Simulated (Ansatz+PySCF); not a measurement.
## doublet C₂H₃: levels of theory in one basis

```tsv
atom	x (Å)	y (Å)	z (Å)
C	0.0000	-0.0561	-0.6352
C	0.0000	-0.0490	0.7808
H	0.0000	0.7423	1.6530
H	0.0000	-1.0638	-1.2592
H	0.0000	0.9521	-1.2676
```

Basis set: def2-SVP (spherical functions). Frozen core: 2 orbitals. Correlation on ROHF uses semicanonical orbitals with singles. Charge 0, multiplicity 2.

Computed with Ansatz (development build ahead of 0.2.0); each method stands on the lowest determinant of its kind that the runs found. NEVPT2 correlates all electrons. Active spaces start from the frontier orbitals, and the lowest solution found is given.

| method | E − E(ROHF) (eV) | <S²> of the determinant |
| --- | --- | --- |
| ROHF | 0.00 | 0.75 |
| UHF | -0.46 | 1.20 |
| ROHF-MP2 | -6.92 | – |
| UHF-MP2 | -6.51 | 1.20 |
| ROHF-CCSD | -7.78 | – |
| UHF-CCSD | -7.76 | 1.20 |
| ROHF-CCSD(T) | -8.08 | – |
| UHF-CCSD(T) | -8.04 | 1.20 |
| CASSCF(3,3) | -1.00 | – |

Question: What does SC-NEVPT2(3,3) give on the same scale?

Answer: -7.22 eV. NEVPT2 here correlates all electrons, so it doesn't share the others' frozen core.

Question: Is a single determinant a sound starting point here?

Answer: It is doubtful. Unrestricted orbitals lower Hartree–Fock by 0.46 eV and <S²> is 1.20 where a pure state has 0.75, a sign of strong static correlation. The CASSCF(3,3) natural occupations are 1.86, 1.00, 0.14.

Caution for UHF, UHF-MP2, UHF-CCSD, UHF-CCSD(T): the unrestricted determinant is spin contaminated.
